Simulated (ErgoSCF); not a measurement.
# BH5O (B(H2O)H3): BHandH/DunningDZ (Cartesian functions)

Aim: the energy change on altering one bond length of BH5O (B(H2O)H3) at BHandH/DunningDZ (Cartesian functions), from 2 runs. 

The results are computed with ErgoSCF 3.8.

1 further run of the same task is left out (set aside as unsound or not needed).

### Step 1. The system as given

The species is BH5O (7 atoms), meant as a singlet with charge 0. As SMILES, `[H]B([H])([H])<-O`. Geometry: relaxed at GFN2-xTB.

Bond lengths: B1–O2 1.700 Å, O2–H3 0.963 Å, O2–H4 0.962 Å, B1–H5 1.182 Å, B1–H6 1.191 Å, B1–H7 1.182 Å. Angles: B1–O2–H3 102.2°, B1–O2–H4 102.2°, O2–B1–H5 103.7°, O2–B1–H6 104.3°, O2–B1–H7 103.7°, H3–O2–H4 109.6°, H5–B1–H6 114.2°, H5–B1–H7 114.8°, H6–B1–H7 114.2°.

### Step 2. The energy at BHandH/DunningDZ (Cartesian functions)

Contents of molecule.xyz:

```xyz
7
BH5O
B      0.067800    -0.111690    -0.668890
O      0.100820    -0.146640     1.030730
H     -0.836060    -0.142600     1.252490
H      0.486320     0.708910     1.244780
H      1.210120    -0.068530    -0.970290
H     -0.544260     0.876330    -0.930190
H     -0.484730    -1.115770    -0.958620
```

On the command line:

```
ergo -m molecule.xyz -e 'set_nthreads(1)' -e 'basis = "DunningDZ"' -e 'scf.max_number_of_iterations = 100' -e 'tmpdir = "."' -e 'use_6_d_functions = 1' -e 'charge = 0' -e 'scf.output_mulliken_pop = 1' -e 'run "BHandH"'
```

The log of the run:

```text
[...]
INMA  use_6_d_functions := 1
[...]
INSC Energy   1 =        -69.16671740824
[...]
INDE PURIFICATION CONVERGED after 43 iterations
[...]
INDE PURIFICATION CONVERGED after 53 iterations
[...]
INDE PURIFICATION CONVERGED after 33 iterations
[...]
INDE PURIFICATION CONVERGED after 33 iterations
[...]
INDE E(LUMO) - E(HOMO) <=          0.42181300142 =         11.47811656002 eV
[...]
INSC Energy  15 =       -102.27692355956  ( diff     -0.000000000001904 )
[...]
RESC CONVERGED after  15 iterations.
RESC FINAL ENERGY:       -102.27692355956
[...]
INSC SCF: dipole_moment_x [atomic units] =      -0.47488734
INSC SCF: dipole_moment_y [atomic units] =       0.75100364
INSC SCF: dipole_moment_z [atomic units] =       1.55089222
[...]
```

Wall time 2.5 s (1 thread of Arm Neoverse V2, shared host); peak memory 0.26 GiB.

### Step 3. The distorted shape, same level

Contents of molecule.xyz:

```xyz
7
BH5O
B     -0.025887    -0.111286    -0.646714
O      0.007133    -0.146236     1.052906
H     -0.836060    -0.142600     1.252490
H      0.392633     0.709314     1.266956
H      1.116433    -0.068126    -0.948114
H     -0.637947     0.876734    -0.908014
H     -0.578417    -1.115366    -0.936444
```

On the command line:

```
ergo -m molecule.xyz -e 'set_nthreads(1)' -e 'basis = "DunningDZ"' -e 'use_6_d_functions = 1' -e 'scf.output_mulliken_pop = 1' -e 'scf.max_number_of_iterations = 100' -e 'tmpdir = "."' -e 'charge = 0' -e 'run "BHandH"'
```

The log of the run:

```text
[...]
INMA  use_6_d_functions := 1
[...]
INSC Energy   1 =        -69.19545977151
[...]
INDE PURIFICATION CONVERGED after 43 iterations
[...]
INDE PURIFICATION CONVERGED after 54 iterations
[...]
INDE PURIFICATION CONVERGED after 33 iterations
[...]
INDE PURIFICATION CONVERGED after 33 iterations
[...]
INDE E(LUMO) - E(HOMO) <=          0.43417471977 =         11.81449605428 eV
[...]
INSC Energy  15 =       -102.26345851015  ( diff     -0.000000000001023 )
[...]
RESC CONVERGED after  15 iterations.
RESC FINAL ENERGY:       -102.26345851015
[...]
INSC SCF: dipole_moment_x [atomic units] =      -0.41763107
INSC SCF: dipole_moment_y [atomic units] =       0.75914009
INSC SCF: dipole_moment_z [atomic units] =       1.53175989
[...]
```

Wall time 2.5 s (1 thread of Arm Neoverse V2, shared host); peak memory 0.26 GiB.

### Step 4. What came out

Level: BHandH/DunningDZ (Cartesian functions).

```
                                                         quantity          value
                                        first shape: total energy  -102.27692 Eh
                                       first shape: dipole moment         4.54 D
                                    distorted shape: total energy  -102.26346 Eh
                                   distorted shape: dipole moment         4.47 D
energy change with the O2–H3 bond shortened from 0.963 to 0.866 Å       0.366 eV
```

**Reading.** With the O2–H3 bond shortened from 0.963 to 0.866 Å the energy rises by 0.37 eV (35.4 kJ/mol). The first shape isn't relaxed at this level, so the change isn't measured from a minimum. Mulliken charges (distorted shape) run from -0.61 on O2 to +0.47 on H4; they depend strongly on the basis.
